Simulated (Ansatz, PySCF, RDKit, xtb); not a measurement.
**Si2H6O+: a search for the lowest isomer**

Given the formula Si2H6O+ (charge +1, odd number of electrons) and nothing else, which arrangement of the atoms is the most stable in the gas at 600 K, and what are its properties?

The funnel: GFN2-xTB relaxations, single points with a density functional, relaxations at PBE0-D3(BJ)/def2-SVP, harmonic vibrations, and a last energy at a higher level. All values are calculated.

6 further runs of the same task are left out: 1 that didn't finish, 5 set aside as unsound or not needed.

**1. Drawing up candidates**

All bonding patterns within simple valence rules are listed by program: one Lewis structure each, at most two rings and one unusual centre or charged pair. O–O, O–halogen and N–halogen bonds and N–N–N chains are not drawn. That gives 3 candidates.

| label | SMILES | spin |
| --- | --- | --- |
| c146 | [SiH2][OH+][SiH3] | doublet |
| c588 | [OH2+][SiH][SiH3] | doublet |
| c805 | [OH2+][SiH2][SiH2] | doublet |

Candidates are built by distance geometry, with a force field where one applies, in up to four conformers (letters a to d). 9 starts with atoms placed at random are added, to find patterns that the rules miss.

**Question.** With final energies at CCSD(T)/def2-SVP + MP2/def2-TZVPP - MP2/def2-SVP, which structure will this search put lowest in free energy, and by what margin?

| quantity | value |
| --- | --- |
| lowest structure found | [SiH2][OH+][SiH3], doublet, C1 |
| next finalist | [OH2+][SiH2][SiH2], doublet, 16.4 kcal/mol higher in G |
| share at equilibrium, among the finalists | 100.0 % |
| harmonic wavenumbers, lowest and highest (PBE0-D3(BJ)/def2-SVP) | 47 and 3771 cm⁻¹ |
| rotational constants, same geometry | 0.8282, 0.0966, 0.09049 cm⁻¹ |
| HOMO energy (highest over α and β) (PBE0/def2-TZVPD) | -11.92 eV |
| LUMO energy (lowest over α and β) (PBE0/def2-TZVPD) | -7.85 eV |
| lowest excitation (TD-B3LYP/def2-SVPD) | 3.85 eV (f = 0.016) |
| vertical ionisation energy (to the singlet ion of charge +2) | 14.37 eV |
| vertical recombination energy (electron added) | 5.95 eV |
| vertical quartet less doublet | +6.87 eV |

The search ends on `[SiH2][OH+][SiH3]`. The margin of 16.4 kcal/mol over the next finalist is beyond the usual error of the last level; it says nothing of structures that weren't ranked. r2SCAN-D4/def2-SVP, PBE0-D3(BJ)/def2-SVP, HF/def2-SVP and MP2/def2-SVP already put its bonding pattern lowest among the structures in one piece. One minimum inside the window was never screened. The stability test raises a flag; for an open shell a flag towards a general spinor solution can be the free rotation of the spin. The search is not exhaustive (a finite list of starts, one conformer a finalist), so a lower isomer can't be ruled out. Patterns outside the rules of the enumeration were met only by chance.
